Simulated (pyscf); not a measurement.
Thermochemistry of product channels of HO–Si(OH)(OH)–OH (SMILES O[Si](O)(O)O) + H• (SMILES [H]) on the doublet surface, in kJ/mol, from ωB97M-D3(BJ)/def2-TZVP energies (ideal gas, 1 atm, RRHO with modes under 100 cm⁻¹ raised to 100, one conformer, R ln 2 for chiral ones without a mode under 150 cm⁻¹). PySCF, gas phase, ωB97X-D3(BJ)/def2-SVP geometries.

```
products                                                          ΔE  ΔH(298 K)  ΔG(298 K)  ΔG(900 K)
-------------------------------------------------------------  -----  ---------  ---------  ---------
H₂O (SMILES O) + HO–Si•(OH)–OH (SMILES O[Si](O)O)              +82.4      +97.4      +79.9      +50.6
•O–Si(OH)(OH)–OH (SMILES [O][Si](O)(O)O) + H₂ (SMILES [H][H])  +74.7      +70.8      +63.2      +48.9
```

These are energies of the channels, which say nothing of barriers.
